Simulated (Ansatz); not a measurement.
CH5FSi, closed shell: at the start structure of a reaction step.

Input (in.yaml):

```yaml
crystal:
  periodic: [false, false, false]
  atoms:
    - {symbol: Si, position_ang: [-0.997812, -0.463895, -0.203453]}
    - {symbol: C, position_ang: [0.824656, -0.681755, 0.266767]}
    - {symbol: H, position_ang: [-1.225756, 1.633457, -1.582515]}
    - {symbol: F, position_ang: [-0.704614, 1.761680, -0.823219]}
    - {symbol: H, position_ang: [-1.459667, 0.022414, 1.164485]}
    - {symbol: H, position_ang: [1.464792, -0.911374, -0.586668]}
    - {symbol: H, position_ang: [0.869203, -1.537080, 0.955654]}
    - {symbol: H, position_ang: [1.229298, 0.176754, 0.808948]}
basis:
  gaussian: {orbitals: def2-TZVPP}
hamiltonian: {xc: {name: BLYP}, dispersion: d4}
```

Command:

```bash
ansatz run in.yaml --threads 2 --pin off --events-out ev --progress --plain --max-ram 4352MiB
```

Output of Ansatz 0.2.0:

```
Functional definition: BLYP
  name "BLYP"
  cite "Becke, Phys. Rev. A 38, 3098 (1988) doi:10.1103/PhysRevA.38.3098"
  cite "Lee, Yang & Parr, Phys. Rev. B 37, 785 (1988) doi:10.1103/PhysRevB.37.785"
  parameter beta = 0.0042
  parameter a = 0.04918
  parameter b = 0.132
  parameter c = 0.2533
  parameter d = 0.349
  exchange = b88_x(beta = beta)
  correlation = lyp_c(a = a, b = b, c = c, d = d)
919 factors; their error is unknown
mean field evaluation 1: about -11700.9085 eV, gradient 7.3e1 eV
mean field evaluation 2: about -11673.7631 eV, gradient 1.2e2 eV
mean field evaluation 4: about -11712.3285 eV, gradient 7.5e0 eV
mean field evaluation 8: about -11712.4500 eV, gradient 1.7e-1 eV
mean field evaluation 16: about -11712.4238 eV, gradient 2.4e-4 eV
mean field -11712.42382605 eV, -430.4236366412 hartree, gradient 5.3e-5 eV, S^2 0.000000; 0 other end points of the search recorded, 0 dependent functions left out
reference -11712.42415441 eV, -430.4236487084 hartree; 17, 17 occupied and 157, 157 virtual orbitals, 919 factors
Total energy: -11712.68318884 eV, -430.4331680479 hartree
```

The lines “mean field evaluation” count trial sets of orbitals through the whole run, from several starts and some on an approximate energy, so they need not fall steadily or lie above the final value.

The run took about 1.9 s on 2 CPU threads of an Arm Neoverse V1 (shared host).
